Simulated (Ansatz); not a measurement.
The first iterations of a band of H$_{4}$OSi (6 atoms, charge 0, multiplicity 1).

Method: UKS r2SCAN-D4/def2-SVP in Ansatz 0.2.0.

- movable images: 7
- climbing image: yes
- spring: 5.0 eV/Å²
- optimiser: quadratic models (default)
- start path: through a guess of the saddle point
- force threshold: 0.05 eV/Å
- iteration limit: 60
- end points: relaxed

First end point:

```xyz
6
Properties=species:S:1:pos:R:3
Si -0.351 0.036 0.179
H -0.750 1.059 -0.839
O 1.194 -0.515 -0.124
H 1.645 -0.136 -0.884
H -1.319 -1.097 0.132
H -0.419 0.652 1.536
```

Last end point:

```xyz
6
Properties=species:S:1:pos:R:3
Si -0.085 -0.544 0.732
H -0.098 1.242 -1.485
O 1.280 -1.252 0.739
H 0.577 0.893 -1.482
H -1.297 -1.062 0.032
H -0.378 0.723 1.464
```

| iteration | highest image above the first end (eV) | largest band force component (eV/Å) |
| --- | --- | --- |
| 1 | 3.119 | 2.994 |
| 2 | 3.129 | 1.722 |

Problem. Does the band converge within its limit, and where does its top end?

Solution. The run converged. It ended after 8 iterations with the highest image 2.893 eV above the first end. Neighbouring images differ by up to 1.3 eV, so the band resolves the path poorly. A vibrational analysis at the climbing image gives one clearly imaginary mode, 1321i cm⁻¹: a first-order saddle point. The orbitals stay closed-shell, which can raise the energy where a bond breaks towards radicals; this wasn't checked here.

Time of the run: 95 s on 2 threads of Arm Neoverse V1, on a shared host, peak memory 0.14 GiB.
